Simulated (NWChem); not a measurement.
System: fluorine (F$_{2}$); SMILES FF

```xyz
2

F      0.0000     0.0000     0.6882
F      0.0000     0.0000    -0.6882
```
Atoms are numbered in this order, from 1.

Computed with NWChem. The geometry was optimised at PBE0/def2-SVP. Total energies compare along this basis series because the functional is fixed.

```csv
level,basis functions,energy (Ha),highest occupied level (eV),orbital gap (eV)
PBE0/3-21G,18,-198.2520,-10.32,8.37
PBE0/pcseg-1,28,-199.2730,-11.61,8.29
PBE0/aug-pcseg-1,46,-199.2801,-11.80,8.18
PBE0/pcseg-2,60,-199.4047,-11.66,8.35
PBE0/def2-TZVPP,62,-199.4085,-11.59,8.36
PBE0/def2-QZVP,114,-199.4182,-11.62,8.34
```
